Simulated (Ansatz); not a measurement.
The input, for Ansatz 0.2.0:

```yaml
crystal:
  periodic: [false, false, false]
  atoms:
    - {symbol: Si, position_ang: [0.000000, 0.000000, -3.018978]}
    - {symbol: Al, position_ang: [0.000000, 0.000000, -0.685511]}
    - {symbol: H, position_ang: [0.000000, 0.000000, 3.704489]}
basis:
  gaussian: {orbitals: 6-31G}
magnetization: {spin_polarized: false, initial_magnetization: 2}
hamiltonian: {pseudopotentials: {relativity: none}}
correlation: {method: ccsdt, electrons: valence}
```

```sh
$ ansatz run in.yaml --threads 1 --pin off --events-out ev --progress --plain --max-ram 2393MiB
```

Output:

```
536 factors; integrals over basis functions are off by at most 9.7e-8 eV
mean field evaluation 1: about -14448.4776 eV, gradient 1.2e1 eV
mean field evaluation 2: about -14448.4794 eV, gradient 1.2e1 eV
mean field evaluation 4: about -14452.4074 eV, gradient 8.0e0 eV
mean field evaluation 8: about -14453.3948 eV, gradient 3.2e0 eV
mean field evaluation 16: about -14453.4940 eV, gradient 2.7e-6 eV
mean field evaluation 32: about -14453.8216 eV, gradient 1.3e-3 eV
mean field evaluation 64: about -14451.5052 eV, gradient 2.5e-3 eV
mean field evaluation 96: about -14453.4940 eV, gradient 1.1e-5 eV
mean field evaluation 128: about -14453.7273 eV, gradient 2.4e-2 eV
mean field evaluation 160: about -14453.0193 eV, gradient 8.1e0 eV
...
mean field -14453.82158020 eV, -531.1681459202 hartree, gradient 3.2e-7 eV, S^2 2.000000; 22 other end points of the search recorded, 0 dependent functions left out
...
determinant -14453.82158020 eV, -531.1681459202 hartree, with singles and doubles -14455.85970004 eV, -531.2430454429 hartree
determinant -14453.82092616 eV, -531.1681218847 hartree, with singles and doubles -14455.85459468 eV, -531.2428578244 hartree
determinant -14453.72730003 eV, -531.1646811880 hartree, with singles and doubles -14456.18152586 eV, -531.2548723236 hartree
determinant -14453.49397894 eV, -531.1561067960 hartree, with singles and doubles -14456.41300189 eV, -531.2633789108 hartree
determinant -14451.50523193 eV, -531.0830216915 hartree, with singles and doubles -14456.09729728 eV, -531.2517769805 hartree
determinant -14451.24987180 eV, -531.0736373798 hartree, with singles and doubles -14455.71439911 eV, -531.2377057322 hartree
determinant -14450.99028672 eV, -531.0640978040 hartree, with singles and doubles -14453.22002040 eV, -531.1460390054 hartree
determinant -14450.36189981 eV, -531.0410050110 hartree, with singles and doubles -14453.65726919 eV, -531.1621076020 hartree
determinant -14450.35272971 eV, -531.0406680159 hartree, with singles and doubles -14453.71082575 eV, -531.1640757692 hartree
determinant -14450.31353483 eV, -531.0392276308 hartree, with singles and doubles -14455.50295171 eV, -531.2299351836 hartree
determinant -14453.72730003 eV, -531.1646811880 hartree, with singles and doubles -14456.18340952 eV, -531.2549415468 hartree
determinant -14453.49397894 eV, -531.1561067960 hartree, with singles and doubles -14456.41486400 eV, -531.2634473419 hartree
determinant -14451.50523193 eV, -531.0830216915 hartree, with singles and doubles -14457.29876045 eV, -531.2959299376 hartree
determinant -14450.42680539 eV, -531.0433902471 hartree, with singles and doubles -14455.99732379 eV, -531.2481030223 hartree
determinant -14450.42680539 eV, -531.0433902471 hartree, with singles and doubles -14457.30908184 eV, -531.2963092415 hartree
unrestricted determinant -14455.37899825 eV, -531.2253799778 hartree, S^2 3.0150
10 core orbitals not correlated: weight in the atoms' cores, before any rotation towards them, 1.000 or more for the frozen orbitals, at most 0.000 for the correlated occupied ones
reference -14451.50523193 eV, -531.0830216915 hartree; 5, 3 occupied and 13, 15 virtual orbitals, 536 factors
second order -3.38173313 eV of doubles, -0.03942547 eV of singles
...
cycle  35  -5.89360334 eV  change   -6.0e-5 eV  update   1.8e-5
cycle  36  -5.89334183 eV  change    2.6e-4 eV  update   2.2e-5
cycle  37  -5.89352662 eV  change   -1.8e-4 eV  update   1.8e-5
cycle  38  -5.89342134 eV  change    1.1e-4 eV  update   9.8e-6
cycle  39  -5.89347043 eV  change   -4.9e-5 eV  update   7.1e-6
cycle  40  -5.89346984 eV  change    5.8e-7 eV  update   1.4e-6
cycle  41  -5.89347008 eV  change   -2.3e-7 eV  update   1.0e-6
cycle  42  -5.89347034 eV  change   -2.6e-7 eV  update   7.4e-7
cycle  43  -5.89346916 eV  change    1.2e-6 eV  update   5.4e-7
cycle  44  -5.89346906 eV  change    1.0e-7 eV  update   3.8e-7
WARN: these amplitudes may be one of several solutions (largest doubles amplitude 0.26, level shift 6.20 eV)
Total energy: -14457.39870099 eV, -531.2996026847 hartree
```

The T1 diagnostic is 0.326, too large for the energy to be relied on.

Ran on 1 thread of Arm Neoverse V1, shared host: 8 s wall, 0.09 GiB peak host memory.
